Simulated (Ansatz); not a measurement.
C$_{2}$H$_{3}$FO$_{2}$, SMILES `O=COCF`, relaxed with RKS PBE0-D4/def2-TZVP in Ansatz from a PBE-D4/def2-SVP geometry. The force threshold is 0.005 eV/Å; the program also tests the step.

Total charge 0; spin multiplicity 1.

Start:

```xyz
8

O    -0.320    1.377    1.146
C    -1.019    0.794    0.347
O    -0.617   -0.229   -0.436
C     0.751   -0.616   -0.281
F     0.974   -1.598   -1.185
H    -2.097    1.009    0.134
H     1.411    0.257   -0.479
H     0.916   -0.994    0.753
```

```csv
step,energy (eV),largest force (eV/Å),largest move (Å)
1,-8927.9762,1.364,0.000
2,-8928.0201,0.249,0.022
3,-8928.0236,0.104,0.008
4,-8928.0236,0.091,0.003
5 (rejected),-8928.0215,0.270,0.018
6,-8928.0239,0.015,0.009
7,-8928.0240,0.040,0.011
8,-8928.0240,0.004,0.006
```

End:

```xyz
8

O    -0.332    1.345    1.150
C    -1.012    0.782    0.344
O    -0.605   -0.215   -0.443
C     0.746   -0.598   -0.273
F     0.960   -1.592   -1.159
H    -2.068    1.004    0.136
H     1.405    0.244   -0.497
H     0.905   -0.969    0.742
```

Hardware: 4 threads of a server CPU on a shared host. Wall time 8.5 s, peak host memory 0.39 GiB.
